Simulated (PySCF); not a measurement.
Species: C3HF3.
Atom-mapped SMILES: `[CH:1]#[C:2][C:3]([F:4])([F:5])[F:6]` (hydrogens: H7 on C1)

Level of theory: core-valence-separated Tamm–Dancoff BHandHLYP/aug-pcX-1 (pcseg-1 on H) in PySCF, non-relativistic, gas phase, PBE0-D3(BJ)/def2-SVP geometry. BHandHLYP without relativity tends to put these K edges a few eV too low, so spacings mean more than positions.

Problem. List the carbon K-edge absorption lines.

Solution. 
```tsv
E (eV)	f	core hole on	main final orbital	polarisation
283.46	0.1551	C2	LUMO/LUMO+1 (2 roots, f summed)	across the triple bond
283.54	0.0723	C1	LUMO/LUMO+1 (2 roots, f summed)	across the triple bond
286.65	0.0119	C1	LUMO+2 (73 %)	along the triple bond
287.13	0.0040	C2	LUMO+2 (46 %)	along the triple bond
287.66	0.0050	C1	LUMO+6 (39 %)	along the triple bond
288.02	0.0019	C2	LUMO+2 (41 %)	along the triple bond
288.38	0.0096	C1	LUMO+4/LUMO+5 (2 roots, f summed)	across the triple bond
288.48	0.0162	C2	LUMO+4/LUMO+5 (2 roots, f summed)	across the triple bond
288.85	0.0077	C2	LUMO+3 (39 %)	along the triple bond
289.17	0.0007	C2	spread	–
289.26	0.0001	C1	LUMO+3 (53 %)	–
```

The first line with a tenth or more of the strongest one's intensity is at 283.46 eV (f = 0.155, sum of 2), with the hole on C2 (alkyne carbon), polarised across the triple bond: a 1s→π* resonance. It is also the strongest listed.

Problem. Give energies, oscillator strengths and core holes at the F K edge.

Solution. 
| E (eV) | f | core hole on | main final orbital |
| --- | --- | --- | --- |
| 686.41 | 0.0838 | F4/F5/F6 | LUMO/LUMO+1 (3 roots, f summed) |
| 687.60 | 0.0162 | F4/F5/F6 | LUMO/LUMO+1 (3 roots, f summed) |
| 688.14 | 0.0077 | F4/F5/F6 | LUMO+3 (3 roots, f summed) |
| 689.04 | 0.0165 | F4/F5/F6 | LUMO+2 (3 roots, f summed) |
| 689.35 | 0.0360 | F4/F5/F6 | spread (3 roots, f summed) |

The first line with a tenth or more of the strongest one's intensity is at 686.41 eV (f = 0.084, sum of 3), with the hole on F4/F5/F6 (fluorine of a CF3 group). It is also the strongest listed.

Roots within 0.03 eV whose holes lie on the same, on equivalent or on shared atoms are summed into one line, and the highest roots are left out, as the search may have cut off their partners. Final orbitals are the ground state's empty Kohn–Sham orbitals. A dash: too weak, shared between unlike atoms, or no plane or axis to refer to.

Problem. What are the wavelength and the wavenumber of the 283.54 eV line?

Solution. λ = 12398.42 eV Å/283.54 eV = 43.727 Å; 2.2869 × 10⁶ cm⁻¹.

The list ends where the root search ended, not at a threshold.
